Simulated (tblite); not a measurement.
Species: C4H8P2.
Geometry (GFN2-xTB, Å), atoms numbered from 1 in this order:
```
atom  x, y, z in Å
C1     3.3508    0.4227    0.3539
C2     2.3549   -0.2250    0.5418
P3     0.8970   -1.1006    0.9970
P4    -0.4037   -0.1520   -0.4866
C5    -0.6492    1.4494    0.4157
C6    -1.9748   -0.9935    0.0300
H7     4.2224    0.9682    0.1369
H8     1.1580   -2.2075    0.1712
H9     0.2745    2.0239    0.3671
H10   -0.9181    1.2843    1.4586
H11   -1.4375    2.0146   -0.0789
H12   -1.9344   -2.0411   -0.2639
H13   -2.8068   -0.5216   -0.4899
H14   -2.1337   -0.9224    1.1049
```

Method: GFN2-xTB as coded in tblite; computed harmonic values from a numerical Hessian at the method's own geometry, unscaled. Errors from tens to a few hundred cm⁻¹ against measured bands are possible. Modes of hydrogen on phosphorus can be 10 to 20 % off. One conformer, not necessarily the lowest.

Harmonic wavenumbers (cm⁻¹): 41.5, 88.1, 145.3, 174.5, 190.0, 207.3, 235.1, 275.9, 308.6, 485.2, 633.1, 650.4, 684.0, 694.5, 721.8, 740.3, 823.4, 841.8, 862.1, 902.9, 939.5, 1319.4, 1320.2, 1438.2, 1447.9, 1451.9, 1459.9, 2184.3, 2198.7, 2984.1, 2991.6, 3003.6, 3009.2, 3012.2, 3012.8, 3369.1.

A = 4120, B = 1498, C = 1251 MHz; mass 118.010 u (most abundant isotopes); point group C1, symmetry number 1.

Task: Zero-point energy?

Result: Half the sum of the wavenumbers: 22424 cm⁻¹ = 268.25 kJ/mol.

Task: What is S at 350 K and 1 bar for an ideal gas of classical rigid rotors and harmonic oscillators?

Result: Translation 171.69, rotation 119.67, vibration 130.14: S = 421.5 J/(mol K).

Task: And Cp and H(350 K) − H(0)?

Result: Cp = 157.83 J/(mol K), of which vibrations give 124.57 (their classical limit is 36 R = 299.3); H(350 K) − H(0) = 35.20 kJ/mol without the zero-point energy, 23.56 from vibrations.

Task: Blend soft modes into free rotors: weight 1/[1 + (100 cm⁻¹/ν̃)⁴] for the oscillator and the rest for a rotor with moment μB/(μ + B), μ = h/(8π²ν), B = 10⁻⁴⁴ kg m². What vibrational entropy results?

Result: 120.87 J/(mol K) in place of 130.14, which changes −T·S at 350 K by +3.25 kJ/mol.

Task: What must be added to the electronic energy to get the Gibbs energy at 350 K and 1 bar?

Result: ZPE + [H(350 K) − H(0)] − T·S = 268.25 + 35.20 − 147.52 = 155.93 kJ/mol.

Hindered rotation and anharmonicity are outside this model. Other conformers, if any are populated, would add a mixing term that is left out. The structure is chiral; the term R ln 2 for an equal mix with its mirror image is left out.
